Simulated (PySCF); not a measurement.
## Structure from 2D NMR

Compound of formula C₄H₆. Correlations simulated from computed shifts and couplings:

HSQC (one-bond C–H):
```csv
δH,δC,"¹J(C,H) (Hz)"
2.25,16.2,135
1.62,71.1,271
1.13,16.6,135
```

COSY cross peaks (|J| ≥ 2 Hz):
```csv
δH,δH,abs. J (Hz),bonds
2.25,1.62,4.1,4
2.25,1.13,8.5,3
```

HMBC (two and three bonds, |J| ≥ 2.5 Hz):
```csv
δH,δC [abs. J in Hz]
2.25,"88.7 [10.9], 71.1 [5.0], 16.6 [4.9]"
1.62,"88.7 [51.8], 16.2 [3.8]"
1.13,"88.7 [7.0], 16.2 [3.5]"
```

Carbons without hydrogens: δ 88.7.

- geometry: PBE0-D3(BJ)/def2-SVP
- shieldings: GIAO B97-2/pcSseg-2
- spin–spin couplings from B3LYP/pcJ-1 (without the spin–dipole term)
- code: PySCF 2.14.0 with density-fitted response routines
- non-relativistic Hamiltonian, gas phase, single conformer, rapidly exchanging positions averaged

References, each an isolated molecule treated in the same way: ¹H (σref 31.36) and ¹³C (σref 183.46) vs TMS.

Exchangeable hydrogens are left out of these lists, and C,H couplings along chains are those of one rotamer, so weak HMBC peaks may be missing or extra.

Q: Work out the connectivity.

A: 1-Butyne.

Numbering as in the mapped SMILES `[CH:1]#[C:2][CH2:3][CH3:4]`; H(Xn) means a hydrogen on atom n.

1. δC 88.7 is C2, an alkyne carbon.
2. δC 71.1 is C1, a terminal alkyne carbon (δH 1.62).
3. δC 16.6 is C4, a methyl carbon (δH 1.13).
4. δC 16.2 is C3, a propargylic sp3 CH2 (δH 2.25).
5. HMBC from δH 2.25 reaches the proton-free carbon C2.
6. HMBC from δH 1.62 reaches the proton-free carbon C2.
7. HMBC from δH 1.13 reaches the proton-free carbon C2.
8. COSY links 2.25–1.62, 2.25–1.13.

Unscaled 3J(H,H) at this level run about 10 % above measured values. Shifts are as computed. Against solution values, carbons near 30 ppm lie about +4 ppm off and those near 130 ppm about +7 ppm. Of 1211 compounds with measured shifts, 218 miss one by over three times the rms of a fit or turn the order of signals round; such compounds aren't used in these exercises.
